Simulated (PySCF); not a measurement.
Geometries of 2 isomers of C3H3NO2, from PBE0-D3(BJ)/def2-SVP geometry optimisation, gas phase (PySCF). One conformer each, no zero-point energy, no frequencies.

**Question.** Which is lower in electronic energy at this level?
A.
```xyz
9
angstrom
N     -1.798    1.753   -0.944
C     -1.298    0.803   -0.514
C     -0.700   -0.407    0.027
C      0.792   -0.361    0.308
O      1.367   -1.253    0.865
O      1.372    0.748   -0.137
H     -0.871   -1.245   -0.668
H     -1.200   -0.686    0.968
H      2.316    0.686    0.078
```
B.
```xyz
9
angstrom
O      1.023    1.414   -0.297
C      1.492    0.385    0.098
O      0.836   -0.766    0.261
C     -0.543   -0.815   -0.014
C     -1.367    0.351   -0.041
N     -1.462   -0.310    1.029
H      2.553    0.241    0.387
H     -0.771   -1.759   -0.520
H     -1.748    1.264   -0.499
```

**Answer.** A. That is cyanoacetic acid (`N#CCC(=O)O`), 46.8 kcal/mol below the other.

```json
{"SMILES": "N#CCC(=O)O", "atoms numbered as above": "[N:1]#[C:2][CH2:3][C:4](=[O:5])[OH:6]", "E (Eh)": "-320.72813", "relative (kcal/mol)": "0.0", "relative (kJ/mol)": "0.0", "dipole (D)": "2.27"}
{"SMILES": "O=CO[C@@H]1C=N1", "atoms numbered as above": "[O:1]=[CH:2][O:3][C@@H:4]1[CH:5]=[N:6]1", "E (Eh)": "-320.65358", "relative (kcal/mol)": "46.8", "relative (kJ/mol)": "195.7", "dipole (D)": "1.59"}
```

As drawn, the lower has a C≡N group and an O–H bond, which the higher lacks; the higher has a three-membered ring and a C=N bond, which the lower lacks.
